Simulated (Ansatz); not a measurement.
Zinc-blende HgTe, treated with HSE06-D3(BJ) (Ansatz, a program for electronic structure, plane waves, PAW).

Settings: plane-wave cutoff 460 eV, 8×8×8 k mesh, Fermi–Dirac smearing 0.01 eV, scalar-relativistic PAW data made under PBE.

A third-order Birch–Murnaghan fit to the energies gives V0 = 33.465 Å³/atom, B0 = 48.1 GPa, B′ = 5.1.

```csv
V (Å³/atom),P (GPa)
31.629,3.13
32.461,?
33.294,0.24
34.126,?
34.661,?
```

Task: Estimate the withheld pressures from this fit; the answers are the runs' own values.

Result: 
- 32.461, P (GPa): 1.58
- 34.126, P (GPa): -0.90
- 34.661, P (GPa): -1.55

The formula P = (3/2) B0 (x^(7/3) − x^(5/3)) [1 + (3/4)(B′ − 4)(x^(2/3) − 1)] with x = V0/V meets the computed pressures within 0.01 GPa when these rounded values are put in.

Measured, for comparison: bulk modulus 42.3 GPa (temperature not stated, not corrected to a static lattice; as tabulated in Toher et al. (2017), arXiv:1611.05714); equilibrium volume per atom 33.70 Å³/atom (room temperature, not corrected to a static lattice; as tabulated in Cava et al. (2013), arXiv:1302.1059). Computed (rounded) less measured: bulk modulus +14 %, equilibrium volume per atom -0.7 %. A static lattice is as a rule a little smaller and stiffer than an uncorrected measurement, which narrows the difference in the equilibrium volume per atom and would widen misses of the other sign.

Spin–orbit coupling is not included; it can shift volumes and moduli of such heavy elements.
